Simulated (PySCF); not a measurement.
PySCF input for CH₃S, SMILES C[S] (connectivity only; charge and spin as stated), charge -1, multiplicity 1, PBE/pcSseg-2. Coordinates come from a PBE0-D3(BJ)/def2-TZVPD optimisation. The spin state was assumed, not searched. The isomer is the one that the SMILES or the coordinates give; other isomers of the formula were not compared.

```python
import numpy as np
from pyscf import gto, scf, dft
from pyscf.prop.nmr import rks as nmr

mol = gto.M(
    atom='''
    C     0.00000000   -0.00000000   -1.11595185
    S    -0.00000000   -0.00000000    0.70438457
    H    -0.88241504    0.50946256   -1.52481401
    H     0.88241504    0.50946257   -1.52481401
    H     0.00000000   -1.01892513   -1.52481401
    ''',
    basis='pcSseg-2',
    charge=-1,
    spin=0,
    max_memory=1600,
    verbose=3,
)
mf = dft.RKS(mol, xc='pbe')
mf.grids.level = 3
mf.conv_tol = 1e-10
mf.max_cycle = 100
mf.kernel()
n = nmr.NMR(mf)
n.verbose = 2
n.max_cycle_cphf = 60
sigma = n.kernel()
print('atom   isotropic/ppm   span/ppm')
for i, s in enumerate(sigma):
    w = np.linalg.eigvalsh((s + s.T) / 2)
    print(f'{mol.atom_symbol(i):2s}{i + 1:3d} {w.mean():14.3f} {w[2] - w[0]:11.3f}')
```

Program output:

```
converged SCF energy = -437.92480117057
atom   isotropic/ppm   span/ppm
C   1        156.697      41.452
S   2        654.062     477.379
H   3         28.301      15.015
H   4         28.301      15.015
H   5         28.301      15.015
```

The run converged.
